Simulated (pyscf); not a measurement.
**Four-centre exchange: `[FH]` + `[F][Ge][F]` [singlet] → `[F][Ge][F]` [singlet] + `[FH]`**

Gas phase, singlet surface, charge 0. Bonds broken: F1–H5, Ge2–F4. Bonds formed: F1–Ge2, F4–H5. Structures and frequencies: ωB97X-D3(BJ)/def2-SVP in PySCF. MP2 and CC: frozen core, UHF for open shells. ΔMP2 is the change of the MP2 total energy from the triple- to the quadruple-zeta basis.

Transition state (Å):

```xyz
5

F     -0.2263     0.4855     0.0721
Ge    -1.2611    -0.7600     1.2587
F     -0.5685    -2.1771     0.5158
F     -2.2269    -0.2347    -0.4207
H     -1.2087     0.3062    -0.5100
```

One imaginary mode, 468i cm⁻¹; descent along it reached the two sides named, in the forms told below.

```tsv
bond	change	reactant side (Å)	saddle	product side
F1–H5	breaks	0.947	1.156	1.730
Ge2–F4	breaks	1.807	2.007	2.386
F1–Ge2	forms	2.390	2.007	1.807
F4–H5	forms	1.733	1.156	0.947
```

Electronic energies relative to the separated reactants (eV):

```
level                             barrier  reaction energy  reverse barrier
--------------------------------  -------  ---------------  ---------------
ωB97X-D3(BJ)/def2-TZVP              -0.08             0.00            -0.08
PBE/def2-TZVP                       -0.23             0.00            -0.23
r²SCAN/def2-TZVP                    -0.22             0.00            -0.22
B3LYP-D3(BJ)/def2-TZVP              -0.10             0.00            -0.10
PBE0-D3(BJ)/def2-TZVP               -0.14             0.00            -0.14
M06-2X/def2-TZVP                    -0.10             0.00            -0.10
ωB97M-D3(BJ)/def2-TZVP              -0.08             0.00            -0.08
HF/def2-TZVP                         0.48             0.00             0.48
MP2/def2-QZVPP                       0.00             0.00             0.00
CCSD/def2-TZVPP                      0.10             0.00             0.10
CCSD(T)/def2-TZVPP                   0.02             0.00             0.02
CCSD(T)/def2-TZVPP + ΔMP2(QZVPP)     0.04             0.00             0.04
```

With CCSD(T)/def2-TZVPP + ΔMP2(QZVPP) energies and thermal terms (ideal gas, 1 atm, RRHO with modes under 100 cm⁻¹ raised to 100, one conformer, R ln 2 for rigid chiral ones), in eV:

```csv
T (K),ΔH‡,ΔG‡,ΔH,ΔG
298,0.00,0.44,0.00,0.00
600,-0.02,0.89,0.00,0.00
900,-0.01,1.34,0.00,0.00
1200,0.00,1.79,0.00,0.00
```

On the reactant side the descent ends in a bound adduct, 0.35 eV under the separated species and 0.27 eV under the saddle at ωB97X-D3(BJ)/def2-TZVP. On the product side the descent ends in a bound adduct, 0.35 eV under the separated species and 0.27 eV under the saddle at ωB97X-D3(BJ)/def2-TZVP. At ωB97X-D3(BJ), PBE, r²SCAN, B3LYP-D3(BJ), PBE0-D3(BJ), M06-2X, ωB97M-D3(BJ) the saddle lies under the separated reactants, which points to a path from their complex (located at ωB97X-D3(BJ) alone). At ωB97X-D3(BJ), PBE, r²SCAN, B3LYP-D3(BJ), PBE0-D3(BJ), M06-2X, ωB97M-D3(BJ) the saddle lies under the separated products, which points to a path from their complex (located at ωB97X-D3(BJ) alone). This is the saddle that the search found; another between the same sides may lie lower. The CCSD(T) − MP2 part came from Ansatz, without density fitting, on the same reference. The frozen core leaves the outer d or s,p core shells of the metals and heavy elements correlated in the MP2 and CC values, and def2-TZVPP describes them poorly, which can shift differences by a few kcal/mol. Elements up to Kr have no core potential and no relativistic terms here.
